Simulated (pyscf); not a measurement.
H₂N–Al(NH₂)–NH₂ + H atom (H•) -> •HN–Al(NH₂)–NH₂ + hydrogen (H₂), a hydrogen abstraction (doublet surface; H–N broken, H–H formed). Optimised with ωB97X-D3(BJ)/def2-SVP in PySCF. Energies in kJ/mol from the separated reactants.

AM1 to PM7: differences of heats of formation from MOPAC. Open shells are spin-unrestricted. 

Problem. In single points PM7 puts the saddle at -4.4 kJ/mol and the reaction energy at -72.0 kJ/mol. Should these be trusted to within a few kcal/mol? Compare with ωB97M-D3(BJ)/def2-TZVP.

Solution. ωB97M-D3(BJ)/def2-TZVP gives ΔE‡ = 72.2 kJ/mol and ΔE = +48.0 kJ/mol. PM7 lies 76.6 kJ/mol under it in the barrier and 120.0 kJ/mol under it in the reaction energy, so on this step it does not hold to within 12.6 kJ/mol. At PM7 this geometry lies under one side, so its ΔE‡ may be no barrier of that level. ωB97M-D3(BJ)/def2-TZVP has limits of its own. This is the saddle that the search found; another between the same sides may lie lower. The angle at the transferred H is 154°.
